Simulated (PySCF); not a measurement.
# Orbital picture of LiP

r²SCAN at R = 2.213 Å; Li STO-3G, P STO-3G; no relativity (PySCF 2.14). State: ³Σ⁻ (triplet), unpaired electrons π ↑↑. Only the outer orbitals are listed, counted within each symmetry.

| spin | orbital | occ. | ε (eV) | on Li (%) | main shells (%) |
| --- | --- | --- | --- | --- | --- |
| α | 4σ | 1 | -48.40 | 100 | 100 Li s |
| α | 5σ | 1 | -12.32 | 7 | 92 P s |
| α | 6σ | 1 | -2.91 | 33 | 63 P p, 28 Li s |
| α | 2π | 1 | -2.90 | 18 | 82 P p, 18 Li p |
| α | 2π | 1 | -2.90 | 18 | 82 P p, 18 Li p |
| α | 7σ | 0 | -0.05 | 89 | 57 Li s, 32 Li p, 11 P p |
| α | 3π | 0 | 2.09 | 82 | 82 Li p, 18 P p |
| α | 3π | 0 | 2.09 | 82 | 82 Li p, 18 P p |
| β | 4σ | 1 | -48.39 | 100 | 100 Li s |
| β | 5σ | 1 | -9.73 | 13 | 87 P s |
| β | 6σ | 1 | -1.91 | 40 | 54 P p, 37 Li s |
| β | 2π | 0 | -0.40 | 44 | 56 P p, 44 Li p |
| β | 2π | 0 | -0.40 | 44 | 56 P p, 44 Li p |
| β | 7σ | 0 | 0.40 | 84 | 46 Li s, 38 Li p, 16 P p |

Question: Which are the highest filled and the lowest empty level, where do they sit, and how wide is the gap?

Answer: Highest filled β 6σ at -1.91 eV (in %: 54 P p, 37 Li s); lowest empty β 2π at -0.40 eV (in %: 56 P p, 44 Li p); the gap at r²SCAN is 1.51 eV.

```
bond order (Mayer)                              : 1.62
⟨S²⟩                                            : 2.015
charge on Li (Mulliken, basis-dependent)        : -0.28
charge on Li (Löwdin, basis-dependent)          : -0.40
dipole moment (positive dipole means Li(−)P(+)) : -1.25 D
```

STO-3G is very small, so such numbers show the basis as much as the molecule. The state is the lowest determinant that a PBE0 search found; another state may lie lower at other levels.
